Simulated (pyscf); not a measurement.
`[CH3][CH2][BH][NH2]` → `[BH2][NH2]` + `[CH2]=[CH2]` (elimination; singlet surface; B–C, C–H broken, B–H formed). Single points on ωB97X-D3(BJ)/def2-SVP structures (PySCF, gas phase). MP2 and CC: frozen core, UHF for open shells. ΔMP2 is the change of the MP2 total energy from the triple- to the quadruple-zeta basis. Energies in kJ/mol from the reactant's lowest minimum found.

```json
[
 {"level": "PBE0-D3(BJ)/def2-TZVP", "barrier": "214.5", "reaction energy": "+162.8"},
 {"level": "M06-2X/def2-TZVP", "barrier": "218.3", "reaction energy": "+148.1"},
 {"level": "ωB97M-D3(BJ)/def2-TZVP", "barrier": "222.7", "reaction energy": "+146.6"},
 {"level": "MP2/def2-QZVPP", "barrier": "221.3", "reaction energy": "+153.2"},
 {"level": "CCSD/def2-TZVPP", "barrier": "235.4", "reaction energy": "+140.9"},
 {"level": "CCSD(T)/def2-TZVPP", "barrier": "(withheld)", "reaction energy": "+141.2"},
 {"level": "CCSD(T)/def2-TZVPP + ΔMP2(QZVPP)", "barrier": "(withheld)", "reaction energy": "(withheld)"}
]
```

Q: Complete the blanks.

A: 
- CCSD(T)/def2-TZVPP, barrier: 225.4
- CCSD(T)/def2-TZVPP + ΔMP2(QZVPP), barrier: 225.6
- CCSD(T)/def2-TZVPP + ΔMP2(QZVPP), reaction energy: +142.1

Of the functionals in the table, ωB97M-D3(BJ) is closest to CCSD(T)/def2-TZVPP + ΔMP2(QZVPP) in the barrier (2.9 kJ/mol apart) and PBE0-D3(BJ) least close (11.1 kJ/mol); that level has limits of its own. At the saddle there is also a short B–C contact that neither side keeps. H₃C–CH₂–BH–NH₂ lies 51.3 kJ/mol over its isomer H₃C–B(CH₃)–NH₂, and others may lie lower still (electronic energy, ωB97M-D3(BJ)). This is the saddle that the search found; another between the same sides may lie lower. The CCSD(T) − MP2 part came from Ansatz, without density fitting, on the same reference.
